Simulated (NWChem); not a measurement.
System: CH6Si; SMILES C[SiH3]

NWChem printed, in part:

```
             Northwest Computational Chemistry Package (NWChem) 7.3.0
             --------------------------------------------------------

 C3V symmetry detected

                             Geometry "geometry" -> ""
                             -------------------------

 Output coordinates in angstroms (scale by  1.889725989 to convert to a.u.)

  No.       Tag          Charge          X              Y              Z
 ---- ---------------- ---------- -------------- -------------- --------------
    1 Si                  14.0000    -0.00000000    -0.00000000     0.63521504
    2 C                    6.0000     0.00000000     0.00000000    -1.24591596
    3 H                    1.0000     0.98964641     0.98964641     1.16433504
    4 H                    1.0000     0.36223573    -1.35188213     1.16433504
    5 H                    1.0000    -1.35188213     0.36223573     1.16433504
    6 H                    1.0000    -0.26629061     0.99381010    -1.63683996
    7 H                    1.0000    -0.72751949    -0.72751949    -1.63683996
    8 H                    1.0000     0.99381010    -0.26629061    -1.63683996

 Effective nuclear repulsion energy (a.u.)      62.4750524354

      Symmetry information
      --------------------

 Group name             C3v
 Group number             17
 Group order               6
 No. of unique centers     4

  xc_inp: hfexch multiplicative factor not found.

                                 NWChem DFT Module
                                 -----------------

 Summary of "ao basis" -> "ao basis" (spherical)
 ------------------------------------------------------------------------------
       Tag                 Description            Shells   Functions and Types
 ---------------- ------------------------------  ------  ---------------------
 Si                          3-21g                   7       13   4s3p
 C                           3-21g                   5        9   3s2p
 H                           3-21g                   2        2   2s

      Symmetry analysis of basis
      --------------------------

        a1         16
        a2          0
        e          18

  Rotation of axis

            General Information
            -------------------
          SCF calculation type: DFT
          Wavefunction type:  closed shell.
          No. of atoms     :     8
          No. of electrons :    26
           Alpha electrons :    13
            Beta electrons :    13
          Charge           :     0
          Spin multiplicity:     1
          Use of symmetry is: on ; symmetry adaption is: on
          Maximum number of iterations: 150
          AO basis - number of functions:    34
                     number of shells:    24
          Convergence on energy requested:  1.00D-06
          Convergence on density requested:  1.00D-05
          Convergence on gradient requested:  5.00D-04

              XC Information
              --------------
                     Hartree-Fock (Exact) Exchange  1.000

      Superposition of Atomic Density Guess
      -------------------------------------

 Sum of atomic energies:        -327.77417089

      Non-variational initial energy
      ------------------------------

 Total energy =    -328.662673
 1-e energy   =    -575.820947
 2-e energy   =     184.683222
 HOMO         =      -0.386576
 LUMO         =       0.103325

      Symmetry analysis of molecular orbitals - initial
      -------------------------------------------------

  Numbering of irreducible representations:

     1 a1          2 a2          3 e

  Orbital symmetries:

     1 a1          2 a1          3 a1          4 a1          5 e
     6 e           7 a1          8 a1          9 e          10 e
    11 e          12 e          13 a1         14 a1         15 e
    16 e          17 a1         18 e          19 e          20 a1
    21 a1         22 e          23 e

     ---------------------------------------------
      Total Density - Mulliken Population Analysis
     ---------------------------------------------

    Atom       Charge   Shell Charges
 -----------   ------   -------------------------------------------------------
    1 Si  14    13.31   2.00  1.98  5.87  0.71  1.39  0.59  0.78
    2 C    6     7.16   1.99  0.39  1.62  1.19  1.97
    3 H    1     1.12   0.40  0.71
    4 H    1     1.12   0.40  0.71
    5 H    1     1.12   0.40  0.71
    6 H    1     0.73   0.41  0.32
    7 H    1     0.73   0.41  0.32
    8 H    1     0.73   0.41  0.32

   convergence    iter        energy       DeltaE   RMS-Dens  Diis-err
 ---------------- ----- ----------------- --------- --------- ---------
 d= 0,ls=0.0,diis     1   -328.5096661018 -3.91D+02  7.97D-03  8.26D-02
 d= 0,ls=0.0,diis     2   -328.5241082800 -1.44D-02  2.46D-03  4.88D-03
 d= 0,ls=0.0,diis     3   -328.5250527008 -9.44D-04  7.55D-04  7.58D-04
 d= 0,ls=0.0,diis     4   -328.5251658752 -1.13D-04  1.52D-04  5.02D-06
 d= 0,ls=0.0,diis     5   -328.5251673611 -1.49D-06  2.49D-05  1.29D-07
 d= 0,ls=0.0,diis     6   -328.5251674089 -4.77D-08  8.20D-06  7.45D-09

[...]

                         DFT ENERGY GRADIENTS

    atom               coordinates                        gradient
                 x          y          z           x          y          z
   1 Si     -0.000000  -0.000000   1.200382    0.000000   0.000000  -0.015121
   2 C       0.000000   0.000000  -2.354440   -0.000000  -0.000000   0.022263
   3 H       1.870161   1.870161   2.200274    0.001418   0.001418   0.000488
   4 H       0.684526  -2.554687   2.200274    0.000519  -0.001937   0.000488
   5 H      -2.554687   0.684526   2.200274   -0.001937   0.000519   0.000488
   6 H      -0.503216   1.878029  -3.093179   -0.002648   0.009883  -0.002869
   7 H      -1.374812  -1.374812  -3.093179   -0.007235  -0.007235  -0.002869
   8 H       1.878029  -0.503216  -3.093179    0.009883  -0.002648  -0.002869
```

Level: Hartree-Fock/3-21G. Coordinates come from a PBE0/def2-SVP optimisation.

Which NWChem input produces such a log?

One answer among several that fit: the input that was run:
```
start job
memory heap 200 mb stack 900 mb global 1100 mb
geometry units angstroms noautoz
  Si     0.000000     0.000000     0.621832
  C      0.000000     0.000000    -1.259299
  H     -1.056900    -0.917476     1.150952
  H     -0.266108     1.374040     1.150952
  H      1.323008    -0.456564     1.150952
  H      0.195647    -1.010095    -1.650223
  H      0.776944     0.674483    -1.650223
  H     -0.972591     0.335612    -1.650223
end
basis spherical
  Si library 3-21g
  C library 3-21g
  H library 3-21g
end
dft
  xc hfexch
  iterations 150
  mulliken
end
task dft gradient
```
